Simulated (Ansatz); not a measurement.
Two structures of CH6MgS, singlet, reached by relaxing down either side of one saddle point (PBE0-D4/def2-TZVP). Energies are electronic, without zero-point energy. Ansatz 0.2.0; basis: def2-TZVPP and def2-QZVPP; cores frozen in the correlated methods. The outer core shell of Li, Na, Mg and K is correlated. The def2 sets are not built for correlating such inner shells, so the correlated values are less sure here. Extrapolation: Hartree–Fock as exp(−7.88 √X), correlation as X^−2.97. First:

```json
{"atom": "Mg1", "x (Å)": "-0.5451", "y (Å)": "0.9694", "z (Å)": "0.3671"}
{"atom": "H2", "x (Å)": "-1.2059", "y (Å)": "2.4956", "z (Å)": "-0.0863"}
{"atom": "C3", "x (Å)": "0.2921", "y (Å)": "-0.5767", "z (Å)": "1.5086"}
{"atom": "H4", "x (Å)": "-0.0664", "y (Å)": "0.8192", "z (Å)": "-2.8161"}
{"atom": "S5", "x (Å)": "-0.5306", "y (Å)": "-0.2307", "z (Å)": "-2.1197"}
{"atom": "H6", "x (Å)": "1.3376", "y (Å)": "-0.7650", "z (Å)": "1.2345"}
{"atom": "H7", "x (Å)": "0.2855", "y (Å)": "-0.3672", "z (Å)": "2.5835"}
{"atom": "H8", "x (Å)": "-0.2411", "y (Å)": "-1.5251", "z (Å)": "1.3706"}
{"atom": "H9", "x (Å)": "0.6740", "y (Å)": "-0.8194", "z (Å)": "-2.0421"}
```

Second:

```xyz
9
angstrom
Mg -0.0988 -0.6176 -0.4752
H -0.1762 1.9334 -0.2779
C 0.1095 -0.5891 1.5883
H -0.3757 1.8690 -0.9997
S -0.3564 -0.9406 -2.7450
H 1.0009 -0.0330 1.8967
H -0.7499 -0.1144 2.0729
H 0.1997 -1.5968 2.0050
H 0.4468 0.0890 -3.0651
```

(1) Which bonds change from the first to the second?

(2) Give the saddle point's structure and its height above each. (Judge from chemistry; the value comes from the calculation.)

The T1 diagnostic stays at or below 0.010.

Answers

(1) CH₄Mg ([CH3][MgH]) + H₂S → CH₄MgS ([CH3][Mg][SH]) + H₂; bonds formed: H2–H4; dative contacts that become bonds: Mg1–S5; bonds broken: Mg1–H2, H4–S5.

(2) Computed: 7.15 kcal/mol above the first and 29.85 kcal/mol above the second (CCSD(T) at an estimated basis limit (MP2 extrapolated from triple and quadruple zeta, plus CCSD(T) − MP2 in triple zeta)).
```csv
atom,x (Å),y (Å),z (Å)
Mg1,-0.2554,0.4130,0.0185
H2,-0.6990,1.9329,-0.8473
C3,0.2406,-0.6449,1.7363
H4,-0.6678,1.0900,-1.8621
S5,-0.4673,-0.2493,-2.5112
H6,1.3203,-0.8144,1.8051
H7,-0.0621,-0.1163,2.6455
H8,-0.2397,-1.6285,1.7522
H9,0.8303,0.0175,-2.7371
```

Labels in which every atom is bracketed show which atoms are joined, not bond orders.

For scale, one of the runs: CCSD(T)/def2-TZVPP, 189 basis functions, launched by `ansatz run in.yaml --threads 2 --pin off --events-out ev --progress --plain --max-ram 4352MiB`. Hardware: 2 CPU threads of an Intel Xeon 6975P-C, shared host. Wall time 22 s; peak host memory 2.3 GiB.
